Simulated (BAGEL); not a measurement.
# singlet [B2NH4]− at 4 levels

Wanted: a comparison of 4 runs (B3LYP/6-31G*, B3LYP/def2-SVPD, PBE0/def2-SVPD, RI-MP2/def2-SVPD) of singlet [B2NH4]−. 

The results are computed with BAGEL 1.2.2.

3 further runs of the same task are left out: 3 set aside as unsound or not needed.

## (1) The system as given

[B2NH4]−: 7 atoms, total charge -1, spin state singlet. SMILES of the parent species: `B[N]B`. The shape is that of a PBE0-D4/def2-TZVP optimisation. That shape belongs to the parent species and isn't relaxed for this state.

Bond lengths: B1–N2 1.364 Å, N2–B3 1.364 Å, B1–H4 1.203 Å, B1–H5 1.203 Å, B3–H6 1.203 Å, B3–H7 1.203 Å. Angles: B1–N2–B3 179.5°, N2–B1–H4 120.0°, N2–B1–H5 119.8°, N2–B3–H6 119.8°, N2–B3–H7 120.0°, H4–B1–H5 120.2°, H6–B3–H7 120.2°.

## (2) The energy at B3LYP/6-31G(d) (density fitting with qzvpp-jkfit, spherical functions) (run 1)

The input, dft.json:

```json
{ "bagel": [

{
  "title": "molecule",
  "basis": "6-31gs.json",
  "df_basis": "qzvpp-jkfit",
  "angstrom": true,
  "geometry": [
    { "atom": "B", "xyz": [   -1.116900,    0.208400,   -0.746200 ] },
    { "atom": "N", "xyz": [    0.009000,   -0.016800,   -0.009000 ] },
    { "atom": "B", "xyz": [    1.134500,   -0.230000,    0.732300 ] },
    { "atom": "H", "xyz": [   -1.409700,   -0.541000,   -1.640600 ] },
    { "atom": "H", "xyz": [   -1.814200,    1.157300,   -0.499400 ] },
    { "atom": "H", "xyz": [    1.422300,    0.533400,    1.616700 ] },
    { "atom": "H", "xyz": [    1.836300,   -1.179100,    0.500500 ] }
  ]
},
{
  "title": "ks",
  "xc_func": "b3lyp",
  "charge": -1
},
{
  "title": "print",
  "file": "orbitals.molden",
  "orbitals": true
}

]}
```

The basis set 6-31G* is read from a file made from the Basis Set Exchange's data (not shown).

On the command line:

```sh
$ BAGEL_NUM_THREADS=1 BAGEL dft.json > dft.out
```

Log:

```text
* using 1 threads per process

  ===============================================================
  ===============================================================

  *** Geometry ***

[... 20 lines left out ...]
    * Removing 10766 points whose weight is below 1.00e-10
[... 2 lines left out ...]
  === Nuclear Repulsion ===
    51.5036701533

       - DIIS with orbital gradients will be used.

  === KS iteration (b3lyp / 6-31gs.json) ===
      0        -82.51052962          0.23125799           0.17
      1        -91.56799998          0.10279724           0.16
      2        -83.74634372          0.27204023           0.16
[... 16 lines of this table left out ...]
     19       -106.87911488          0.00000001           0.17
    * SCF iteration converged.

    * Permanent dipole moment:
           (    0.000280,     0.001323,     0.000184) a.u.

    * METHOD: KS                                   3.79

    * METHOD: PRINT                                0.00

  ===============================================================
```

Wall time 4.5 s (1 thread of Intel Xeon Platinum 8488C (Sapphire Rapids), shared host); peak memory 0.23 GiB.

## (3) A single-point energy at B3LYP/def2-SVPD (density fitting with qzvpp-jkfit) (run 2)

The input, job.json:

```json
{ "bagel": [

{
  "title": "molecule",
  "basis": "def2-svpd.json",
  "df_basis": "qzvpp-jkfit",
  "angstrom": "true",
  "geometry": [
    { "atom": "B", "xyz": [   -1.116900,    0.208400,   -0.746200 ] },
    { "atom": "N", "xyz": [    0.009000,   -0.016800,   -0.009000 ] },
    { "atom": "B", "xyz": [    1.134500,   -0.230000,    0.732300 ] },
    { "atom": "H", "xyz": [   -1.409700,   -0.541000,   -1.640600 ] },
    { "atom": "H", "xyz": [   -1.814200,    1.157300,   -0.499400 ] },
    { "atom": "H", "xyz": [    1.422300,    0.533400,    1.616700 ] },
    { "atom": "H", "xyz": [    1.836300,   -1.179100,    0.500500 ] }
  ]
},
{ "title": "ks", "xc_func": "b3lyp", "charge": -1 },
{ "title": "print", "file": "orbitals.molden", "orbitals": "true" }

]}
```

The basis set def2-SVPD is read from a file made from the Basis Set Exchange's data (not shown).

On the command line:

```sh
$ BAGEL_NUM_THREADS=1 BAGEL job.json > job.out
```

Log:

```text
* using 1 threads per process

  ===============================================================
  ===============================================================

  *** Geometry ***

[... 20 lines left out ...]
    * Removing 10766 points whose weight is below 1.00e-10
[... 2 lines left out ...]
  === Nuclear Repulsion ===
    51.5036701533

       - DIIS with orbital gradients will be used.

  === KS iteration (b3lyp / def2-svpd.json) ===
      0        -81.60710436          0.15673993           0.27
      1        -89.01432087          0.09515520           0.27
      2        -84.10236897          0.18471930           0.34
[... 15 lines of this table left out ...]
     18       -106.82111294          0.00000001           0.27
    * SCF iteration converged.

    * Permanent dipole moment:
           (    0.000038,     0.001229,     0.000539) a.u.

    * METHOD: KS                                   5.87

    * METHOD: PRINT                                0.01

  ===============================================================
```

Run time: 6.3 s. Hardware: 1 thread of Intel Xeon Platinum 8488C (Sapphire Rapids), shared host; peak memory 0.39 GiB.

Run 3 isn't shown in full; the table further down has it.

## (4) The energy at RI-MP2/def2-SVPD (density fitting with qzvpp-jkfit) (run 4)

The input, input.json:

```json
{ "bagel": [

{
  "title": "molecule",
  "basis": "def2-svpd.json",
  "df_basis": "qzvpp-jkfit",
  "angstrom": "true",
  "geometry": [
    { "atom": "B", "xyz": [   -1.116900,    0.208400,   -0.746200 ] },
    { "atom": "N", "xyz": [    0.009000,   -0.016800,   -0.009000 ] },
    { "atom": "B", "xyz": [    1.134500,   -0.230000,    0.732300 ] },
    { "atom": "H", "xyz": [   -1.409700,   -0.541000,   -1.640600 ] },
    { "atom": "H", "xyz": [   -1.814200,    1.157300,   -0.499400 ] },
    { "atom": "H", "xyz": [    1.422300,    0.533400,    1.616700 ] },
    { "atom": "H", "xyz": [    1.836300,   -1.179100,    0.500500 ] }
  ]
},
{ "title": "hf", "charge": -1 },
{ "title": "mp2", "charge": -1, "ncore": 3 }

]}
```

The basis set def2-SVPD is read from a file made from the Basis Set Exchange's data (not shown).

On the command line:

```sh
$ BAGEL_NUM_THREADS=1 BAGEL input.json > input.out
```

Log:

```text
* using 1 threads per process

  ===============================================================
  ===============================================================

  *** Geometry ***

[... 31 lines left out ...]
    * SCF iteration converged.
[... 1 line left out ...]
    * Permanent dipole moment:
[... 2 lines left out ...]
    * METHOD: HF                                   0.37

  *** RHF ***

  === Nuclear Repulsion ===
    51.5036701533

      * DIIS with orbital gradients will be used.

  === RHF iteration (def2-svpd.json) ===
      0       -106.06770967          0.00000000           0.02
    * SCF iteration converged.

    * Permanent dipole moment:
           (    0.000137,    -0.000553,    -0.000108) a.u.

  === DF-MP2 calculation ===

    * freezing 3 orbitals
    * 3-index integral transformation done
    * assembly done

      MP2 correlation energy:   -0.3698048032      0.02

      MP2 total energy:       -106.4375144778

    * METHOD: MP2                                  0.07

  ===============================================================
```

Wall time 0.85 s (1 thread of Intel Xeon Platinum 8488C (Sapphire Rapids), shared host); peak memory 0.08 GiB.

## (5) All runs side by side

```
run                                                                 level  frozen core orbitals  energy (Eh)  HOMO energy (eV)  LUMO energy (eV)  HOMO–LUMO gap (eV)  wall time
  1  B3LYP/6-31G* (density fitting with qzvpp-jkfit, spherical functions)                     –  -106.879115              1.63              4.65                3.02      4.5 s
  2                    B3LYP/def2-SVPD (density fitting with qzvpp-jkfit)                     –  -106.821113              0.99              3.80                2.80      6.3 s
  3                     PBE0/def2-SVPD (density fitting with qzvpp-jkfit)                     –  -106.658174              0.83              3.99                3.16      6.6 s
  4                   RI-MP2/def2-SVPD (density fitting with qzvpp-jkfit)                     3  -106.437514                 –                 –                   –     0.85 s
```

## (6) Outcome

| quantity | value |
| --- | --- |
| run 4: total energy | -106.43751 Eh |
| run 4: correlation energy (3 core orbitals frozen) | -369.8 mEh |

What this shows: Over runs 1, 2, 3 the HOMO–LUMO gap runs from 2.80 eV (B3LYP/def2-SVPD) to 3.16 eV (PBE0/def2-SVPD). The empty levels of an anion lie above zero and hang on the basis. Totals of different functionals can't be ranked against each other. In runs 1, 2, 3 the HOMO lies above zero, so the outermost electron may be held by the basis alone. All runs together took 18 s, the longest 6.6 s.
